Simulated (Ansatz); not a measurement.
# Molecular dynamics of CH5BO

input.yaml

```yaml
crystal:
  periodic: [false, false, false]
  atoms:
    - { symbol: B, position_ang: [-0.1864, -0.8967, -0.1924] }
    - { symbol: H, position_ang: [0.9391, -0.3668, 0.0368] }
    - { symbol: H, position_ang: [-0.2213, -1.2036, -1.3204] }
    - { symbol: H, position_ang: [-0.4356, -1.602, 0.7056] }
    - { symbol: O, position_ang: [-1.1211, 0.4785, -0.0182] }
    - { symbol: C, position_ang: [0.0881, 0.9009, 0.1819] }
    - { symbol: H, position_ang: [0.5589, 1.5133, -0.5952] }
    - { symbol: H, position_ang: [0.3783, 1.1764, 1.202] }
magnetization:
  spin_polarized: true
basis:
  gaussian: { orbitals: def2-SVP }
hamiltonian:
  xc: blyp
md:
  timestep: 0.5
  n_steps: 150
  ensemble: nve
  temperature: 300.0
  initial_velocities: maxwell_boltzmann
  seed: 763284
```

Launched with:

```bash
$ ansatz run input.yaml --threads 1 --pin off --max-ram 2048MiB --backend cpu --events-out ev --progress --plain --runs-dir out
```

It starts from a rough guess of a transition structure, not a stationary point.

Output, in part (one step line in 6, the closing report, with atoms numbered from 0):

```
md step     0: t =     0.00 fs  T =   300.0 K  F+E_penalty+E_count = -3835.62333383 eV  E_kin = 0.232668 eV  conserved = -3835.39066583 eV  (26 SCF iters)
md step     6: t =     3.00 fs  T =   349.9 K  F+E_penalty+E_count = -3835.66223047 eV  E_kin = 0.271375 eV  conserved = -3835.39085596 eV  (31 SCF iters)
md step    12: t =     6.00 fs  T =   331.2 K  F+E_penalty+E_count = -3835.64721679 eV  E_kin = 0.256848 eV  conserved = -3835.39036830 eV  (31 SCF iters)
md step    18: t =     9.00 fs  T =   465.1 K  F+E_penalty+E_count = -3835.75079450 eV  E_kin = 0.360733 eV  conserved = -3835.39006161 eV  (32 SCF iters)
md step    24: t =    12.00 fs  T =   871.2 K  F+E_penalty+E_count = -3836.06704355 eV  E_kin = 0.675697 eV  conserved = -3835.39134617 eV  (30 SCF iters)
md step    30: t =    15.00 fs  T =  1050.2 K  F+E_penalty+E_count = -3836.20545519 eV  E_kin = 0.814507 eV  conserved = -3835.39094801 eV  (30 SCF iters)
md step    36: t =    18.00 fs  T =  1080.7 K  F+E_penalty+E_count = -3836.22956663 eV  E_kin = 0.838129 eV  conserved = -3835.39143774 eV  (30 SCF iters)
md step    42: t =    21.00 fs  T =   889.7 K  F+E_penalty+E_count = -3836.08023474 eV  E_kin = 0.690028 eV  conserved = -3835.39020718 eV  (29 SCF iters)
md step    48: t =    24.00 fs  T =   938.5 K  F+E_penalty+E_count = -3836.11907566 eV  E_kin = 0.727828 eV  conserved = -3835.39124725 eV  (30 SCF iters)
md step    54: t =    27.00 fs  T =   980.6 K  F+E_penalty+E_count = -3836.15074088 eV  E_kin = 0.760489 eV  conserved = -3835.39025156 eV  (27 SCF iters)
md step    60: t =    30.00 fs  T =  1230.4 K  F+E_penalty+E_count = -3836.34584921 eV  E_kin = 0.954271 eV  conserved = -3835.39157795 eV  (30 SCF iters)
md step    66: t =    33.00 fs  T =  1279.0 K  F+E_penalty+E_count = -3836.38275402 eV  E_kin = 0.991913 eV  conserved = -3835.39084111 eV  (29 SCF iters)
md step    72: t =    36.00 fs  T =  1434.4 K  F+E_penalty+E_count = -3836.50343411 eV  E_kin = 1.112430 eV  conserved = -3835.39100453 eV  (30 SCF iters)
md step    78: t =    39.00 fs  T =  1572.0 K  F+E_penalty+E_count = -3836.61066656 eV  E_kin = 1.219146 eV  conserved = -3835.39152051 eV  (30 SCF iters)
md step    84: t =    42.00 fs  T =  1485.2 K  F+E_penalty+E_count = -3836.54228793 eV  E_kin = 1.151891 eV  conserved = -3835.39039716 eV  (29 SCF iters)
md step    90: t =    45.00 fs  T =  1649.7 K  F+E_penalty+E_count = -3836.67059284 eV  E_kin = 1.279424 eV  conserved = -3835.39116920 eV  (28 SCF iters)
md step    96: t =    48.00 fs  T =  1922.4 K  F+E_penalty+E_count = -3836.88130169 eV  E_kin = 1.490913 eV  conserved = -3835.39038864 eV  (29 SCF iters)
md step   102: t =    51.00 fs  T =  2378.4 K  F+E_penalty+E_count = -3837.23671329 eV  E_kin = 1.844569 eV  conserved = -3835.39214414 eV  (29 SCF iters)
md step   108: t =    54.00 fs  T =  2361.1 K  F+E_penalty+E_count = -3837.22184094 eV  E_kin = 1.831168 eV  conserved = -3835.39067255 eV  (29 SCF iters)
md step   114: t =    57.00 fs  T =  2354.3 K  F+E_penalty+E_count = -3837.21752264 eV  E_kin = 1.825920 eV  conserved = -3835.39160296 eV  (29 SCF iters)
md step   120: t =    60.00 fs  T =  2081.2 K  F+E_penalty+E_count = -3837.00431413 eV  E_kin = 1.614132 eV  conserved = -3835.39018234 eV  (29 SCF iters)
md step   126: t =    63.00 fs  T =  2024.2 K  F+E_penalty+E_count = -3836.96087836 eV  E_kin = 1.569860 eV  conserved = -3835.39101801 eV  (29 SCF iters)
md step   132: t =    66.00 fs  T =  2095.0 K  F+E_penalty+E_count = -3837.01601870 eV  E_kin = 1.624800 eV  conserved = -3835.39121847 eV  (29 SCF iters)
md step   138: t =    69.00 fs  T =  1987.8 K  F+E_penalty+E_count = -3836.93268250 eV  E_kin = 1.541670 eV  conserved = -3835.39101300 eV  (28 SCF iters)
md step   144: t =    72.00 fs  T =  1811.1 K  F+E_penalty+E_count = -3836.79545773 eV  E_kin = 1.404629 eV  conserved = -3835.39082848 eV  (29 SCF iters)
md step   150: t =    75.00 fs  T =  1701.5 K  F+E_penalty+E_count = -3836.71001330 eV  E_kin = 1.319627 eV  conserved = -3835.39038648 eV  (28 SCF iters)
Total energy: -3836.71031800 eV, -140.9965035708 hartree
Atom 0 at    -1.002667    -0.978104    -0.513708 Å, force     0.862071     1.206459     0.361819 eV/Å
Atom 1 at     1.030617     1.410085     0.589584 Å, force    -1.004097     0.856974    -0.601448 eV/Å
Atom 2 at    -0.399341    -2.039529    -0.916364 Å, force    -0.446767     0.918708     0.964669 eV/Å
Atom 3 at    -2.175819    -0.826825    -1.026785 Å, force     1.123031     0.341540     0.694413 eV/Å
Atom 4 at    -0.282152    -0.039907     0.352161 Å, force    -1.743676    -1.141429    -2.406471 eV/Å
Atom 5 at    -0.018167     1.429792     0.112822 Å, force     1.438253    -1.797354     2.758583 eV/Å
Atom 6 at     0.116494     1.601094    -0.940798 Å, force    -0.346985     0.500606    -0.939018 eV/Å
Atom 7 at    -0.648300     2.171543     0.713675 Å, force     0.118169    -0.885505    -0.832546 eV/Å
Dipole moment:     0.078085     0.401417    -0.049018 e Å
```

All steps were run. The conserved energy stayed within 0.19 meV per atom of its start (net change 0.035 meV per atom), so the integration is sound. The kinetic energy rose, since the run started high on the potential surface and went downhill. A run of 0.075 ps of so small a system gives no equilibrium averages. The orbitals stay closed-shell, which can raise the energy where a bond breaks towards radicals; this wasn't checked here.

The planned step would form B1–O5, H2–C6 and break B1–H2. These pairs go: B1–O5 1.67 → 1.47 Å, H2–C6 1.53 → 1.15 Å, B1–H2 1.26 → 3.32 Å. In the last frame they stand as after the step (other bonds may differ from the relaxed reactants and products). Also parted: B1–C6 1.86 → 2.68 Å. It ends as one piece, CH5BO. Pairs count as bonded within 1.25 times the sum of covalent radii (0.12 Å more for H–H).

Last frame:

```xyz
8
Properties=species:S:1:pos:R:3
B -1.003 -0.978 -0.514
H 1.031 1.410 0.590
H -0.399 -2.039 -0.916
H -2.176 -0.827 -1.027
O -0.282 -0.040 0.352
C -0.018 1.430 0.113
H 0.117 1.601 -0.941
H -0.648 2.171 0.714
```

Run time: 8.9 min on 1 thread of Arm Neoverse N1 (shared host), peak memory 0.13 GiB.
